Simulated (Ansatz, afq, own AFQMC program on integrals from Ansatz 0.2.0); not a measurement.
AFQMC on a folder of integrals that Ansatz 0.2.0 wrote.

```yaml
crystal:
  periodic: [false, false, false]
  atoms:
    - {symbol: Si, position_ang: [0.000000, 0.000000, 1.349141]}
    - {symbol: C, position_ang: [0.000000, 0.000000, -0.134859]}
    - {symbol: H, position_ang: [0.000000, 0.000000, -1.214282]}
basis:
  gaussian: {orbitals: 6-31G}
magnetization: {spin_polarized: true, initial_magnetization: 1}
correlation: {method: ccsd_t, electrons: outside_noble_gas, hamiltonian_folder: ham}
```

```sh
$ ansatz run in.yaml --threads 1 --pin off --events-out ev --progress --plain --max-ram 16896MiB --backend cuda --devices 0, --max-vram 18GiB
```

Options of the walk:

```
--method free --trial cisd --walkers 50 --time-step 0.02 --max-blocks 120 --target-error 0.00072 --factor-cut 1e-05 --seed 5612 --times 0.0,0.4,0.8,1.6,2.4 --taylor-order 6
```

Times are imaginary, in 1/Eh. The walk had a cap of 60 s.

Log:

```
orbitals 18  electrons 5 4  factors 112 of 299
reference energy -327.14795651 Eh
CCSD correlation -0.12884779 Eh in 11 cycles, weight of the determinant in the CISD state 0.8985
repeat  energy at the last time / Eh  error
    10  -327.281616  0.000488
    20  -327.280769  0.000443
    30  -327.281056  0.000422
time / (1/Eh)  energy / Eh  error  mean overlap
  0.00  -327.276401  0.000154  1.1105
  0.40  -327.279102  0.000281  1.1062
  0.80  -327.280234  0.000317  1.1074
  1.60  -327.281052  0.000347  1.1060
  2.40  -327.281111  0.000411  1.1259
energy -327.281111 +/- 0.000411 Eh
```

The run passed its tests (error under three times the target), which doesn't prove that it has relaxed.

Against this walk (error 11.2 meV) on the same determinant: CCSD(T) 17.3 meV higher (within the noise), CCSDT(Q) 14.2 meV lower (within the noise), CCSDTQ 14.5 meV lower (within the noise), full CI 15.5 meV lower (within the noise). The error is statistical, and a free projection of finite length keeps a remainder of its start.

Cautions: remainder of the start not in the error; unrestricted determinant slightly spin contaminated (⟨S²⟩ 0.80 against 0.75).

The walk took 5.4 s on 1 × NVIDIA H100 80GB HBM3 with 2 threads of AMD EPYC 7R13 Processor (Zen 3), with other jobs on the host (the card was shared). The log's last line is the free-projection energy.

CCSDT and higher add their correlation energy to the determinant of the CCSD(T) run, since their own runs factorise the integrals more tightly (a shift of under 2 meV).
